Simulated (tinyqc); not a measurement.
Worked calculation: UKS/PBE0 in the sto-3g basis, for LiH+, spin multiplicity 2. One step of it, computed by the program tinyqc.

Question. Iteration 2: building the Kohn-Sham matrix. J_ij = sum D_kl (ij|kl) with D = D(alpha) + D(beta), K_ij = sum D_kl (ik|jl) for each spin; F = H + J - 0.25 K(s) + V_xc; E = tr D H + tr D J / 2 - 0.125 sum_s tr D(s) K(s) + E_xc + E_nn.

D(alpha) after iteration 1:
```
            1Li 1s     1Li 2s   1Li 2px   1Li 2py    1Li 2pz      2H 1s
1Li 1s    1.016763  -0.073067  0.000000  0.000000  -0.057625  -0.049465
1Li 2s   -0.073067   0.304774  0.000000  0.000000   0.258189   0.200423
1Li 2px   0.000000   0.000000  0.000000  0.000000   0.000000   0.000000
1Li 2py   0.000000   0.000000  0.000000  0.000000   0.000000   0.000000
1Li 2pz  -0.057625   0.258189  0.000000  0.000000   0.219472   0.174072
2H 1s    -0.049465   0.200423  0.000000  0.000000   0.174072   0.316190
```

D(beta) after iteration 1:
```
            1Li 1s     1Li 2s   1Li 2px   1Li 2py    1Li 2pz      2H 1s
1Li 1s    1.001531  -0.005072  0.000000  0.000000   0.000219   0.001236
1Li 2s   -0.005072   0.000927  0.000000  0.000000  -0.000006  -0.000125
1Li 2px   0.000000   0.000000  0.000000  0.000000   0.000000   0.000000
1Li 2py   0.000000   0.000000  0.000000  0.000000   0.000000   0.000000
1Li 2pz   0.000219  -0.000006  0.000000  0.000000   0.000000   0.000001
2H 1s     0.001236  -0.000125  0.000000  0.000000   0.000001   0.000017
```

core Hamiltonian H = T + V (hartree):
```
            1Li 1s     1Li 2s    1Li 2px    1Li 2py    1Li 2pz      2H 1s
1Li 1s   -4.615836  -1.035157   0.000000   0.000000  -0.006477  -0.034006
1Li 2s   -1.035157  -1.310472   0.000000   0.000000  -0.072030  -0.275055
1Li 2px   0.000000   0.000000  -1.066154   0.000000   0.000000   0.000000
1Li 2py   0.000000   0.000000   0.000000  -1.066154   0.000000   0.000000
1Li 2pz  -0.006477  -0.072030   0.000000   0.000000  -1.117268  -0.397724
2H 1s    -0.034006  -0.275055   0.000000   0.000000  -0.397724  -1.095795
```

Two-electron integrals (ij|kl) in chemists' order, unique and non-zero (hartree):
```
(11|11) 1.680395   (21|11) 0.265420   (21|21) 0.049941   (22|11) 0.397727
(22|21) 0.092860   (22|22) 0.290562   (31|31) 0.008981   (32|31) 0.013788
(32|32) 0.064184   (33|11) 0.396640   (33|21) 0.092880   (33|22) 0.290497
(33|33) 0.312946   (41|41) 0.008981   (42|41) 0.013788   (42|42) 0.064184
(43|43) 0.016869   (44|11) 0.396640   (44|21) 0.092880   (44|22) 0.290497
(44|33) 0.279207   (44|44) 0.312946   (51|51) 0.008981   (52|51) 0.013788
(52|52) 0.064184   (53|53) 0.016869   (54|54) 0.016869   (55|11) 0.396640
(55|21) 0.092880   (55|22) 0.290497   (55|33) 0.279207   (55|44) 0.279207
(55|55) 0.312946   (61|11) 0.007768   (61|21) 0.001495   (61|22) 0.002919
(61|33) 0.002876   (61|44) 0.002876   (61|51) 0.000221   (61|52) 0.000439
(61|55) 0.003006   (61|61) 0.000051   (62|11) 0.051383   (62|21) 0.012300
(62|22) 0.045610   (62|33) 0.042862   (62|44) 0.042862   (62|51) 0.001789
(62|52) 0.014512   (62|55) 0.051059   (62|61) 0.000465   (62|62) 0.016598
(63|31) 0.000556   (63|32) 0.003424   (63|53) 0.001721   (63|63) 0.000694
(64|41) 0.000556   (64|42) 0.003424   (64|54) 0.001721   (64|64) 0.000694
(65|11) 0.074379   (65|21) 0.017868   (65|22) 0.067410   (65|33) 0.062882
(65|44) 0.062882   (65|51) 0.002749   (65|52) 0.022552   (65|55) 0.076399
(65|61) 0.000685   (65|62) 0.025864   (65|65) 0.040425   (66|11) 0.209733
(66|21) 0.050569   (66|22) 0.203872   (66|33) 0.188426   (66|44) 0.188426
(66|51) 0.006467   (66|52) 0.068947   (66|55) 0.234511   (66|61) 0.001893
(66|62) 0.101060   (66|65) 0.160293   (66|66) 0.774606
```

nuclear repulsion = 0.62922379 hartree

V_xc(alpha) (hartree):
```
            1Li 1s     1Li 2s    1Li 2px    1Li 2py    1Li 2pz      2H 1s
1Li 1s   -0.824139  -0.106416   0.000000   0.000000  -0.002487  -0.003189
1Li 2s   -0.106416  -0.122438   0.000000   0.000000  -0.040561  -0.039532
1Li 2px   0.000000   0.000000  -0.115384   0.000000   0.000000   0.000000
1Li 2py   0.000000   0.000000   0.000000  -0.115384   0.000000   0.000000
1Li 2pz  -0.002487  -0.040561   0.000000   0.000000  -0.132861  -0.061477
2H 1s    -0.003189  -0.039532   0.000000   0.000000  -0.061477  -0.292237
```

V_xc(beta) (hartree):
```
            1Li 1s     1Li 2s    1Li 2px    1Li 2py    1Li 2pz      2H 1s
1Li 1s   -0.820811  -0.104501   0.000000   0.000000  -0.001126  -0.003032
1Li 2s   -0.104501  -0.069505   0.000000   0.000000  -0.005243   0.020067
1Li 2px   0.000000   0.000000  -0.069768   0.000000   0.000000   0.000000
1Li 2py   0.000000   0.000000   0.000000  -0.069768   0.000000   0.000000
1Li 2pz  -0.001126  -0.005243   0.000000   0.000000  -0.065849   0.036005
2H 1s    -0.003032   0.020067   0.000000   0.000000   0.036005   0.251567
```

E_xc = sum of w rho eps_xc = -1.45168561 hartree

Give: Coulomb J; exchange K(alpha); exchange K(beta); F(alpha); F(beta); total energy of this density.

Answer.

Coulomb J (hartree):
```
         1Li 1s  1Li 2s  1Li 2px  1Li 2py  1Li 2pz   2H 1s
1Li 1s   3.6707  0.6037   0.0000   0.0000   0.0098  0.0182
1Li 2s   0.6037  1.0467   0.0000   0.0000   0.0670  0.1818
1Li 2px  0.0000  0.0000   1.0345   0.0000   0.0000  0.0000
1Li 2py  0.0000  0.0000   0.0000   1.0345   0.0000  0.0000
1Li 2pz  0.0098  0.0670   0.0000   0.0000   1.0644  0.2711
2H 1s    0.0182  0.1818   0.0000   0.0000   0.2711  0.9051
```

exchange K(alpha) (hartree):
```
         1Li 1s  1Li 2s  1Li 2px  1Li 2py  1Li 2pz   2H 1s
1Li 1s   1.6869  0.2695   0.0000   0.0000   0.0054  0.0109
1Li 2s   0.2695  0.1672   0.0000   0.0000   0.1219  0.1295
1Li 2px  0.0000  0.0000   0.0325   0.0000   0.0000  0.0000
1Li 2py  0.0000  0.0000   0.0000   0.0325   0.0000  0.0000
1Li 2pz  0.0054  0.1219   0.0000   0.0000   0.1435  0.1571
2H 1s    0.0109  0.1295   0.0000   0.0000   0.1571  0.3682
```

exchange K(beta) (hartree):
```
         1Li 1s  1Li 2s  1Li 2px  1Li 2py  1Li 2pz   2H 1s
1Li 1s   1.6803  0.2637   0.0000   0.0000   0.0002  0.0078
1Li 2s   0.2637  0.0494   0.0000   0.0000   0.0000  0.0015
1Li 2px  0.0000  0.0000   0.0089   0.0000   0.0000  0.0000
1Li 2py  0.0000  0.0000   0.0000   0.0089   0.0000  0.0000
1Li 2pz  0.0002  0.0000   0.0000   0.0000   0.0089  0.0002
2H 1s    0.0078  0.0015   0.0000   0.0000   0.0002  0.0001
```

F(alpha) (hartree):
```
          1Li 1s   1Li 2s  1Li 2px  1Li 2py  1Li 2pz    2H 1s
1Li 1s   -2.1910  -0.6053   0.0000   0.0000  -0.0005  -0.0217
1Li 2s   -0.6053  -0.4280   0.0000   0.0000  -0.0761  -0.1652
1Li 2px   0.0000   0.0000  -0.1552   0.0000   0.0000   0.0000
1Li 2py   0.0000   0.0000   0.0000  -0.1552   0.0000   0.0000
1Li 2pz  -0.0005  -0.0761   0.0000   0.0000  -0.2216  -0.2274
2H 1s    -0.0217  -0.1652   0.0000   0.0000  -0.2274  -0.5750
```

F(beta) (hartree):
```
          1Li 1s   1Li 2s  1Li 2px  1Li 2py  1Li 2pz    2H 1s
1Li 1s   -2.1860  -0.6019   0.0000   0.0000   0.0021  -0.0208
1Li 2s   -0.6019  -0.3456   0.0000   0.0000  -0.0103  -0.0736
1Li 2px   0.0000   0.0000  -0.1037   0.0000   0.0000   0.0000
1Li 2py   0.0000   0.0000   0.0000  -0.1037   0.0000   0.0000
1Li 2pz   0.0021  -0.0103   0.0000   0.0000  -0.1209  -0.0907
2H 1s    -0.0208  -0.0736   0.0000   0.0000  -0.0907   0.0609
```

total energy of this density = -7.539803 hartree

This density is a damped mixture and is not idempotent.
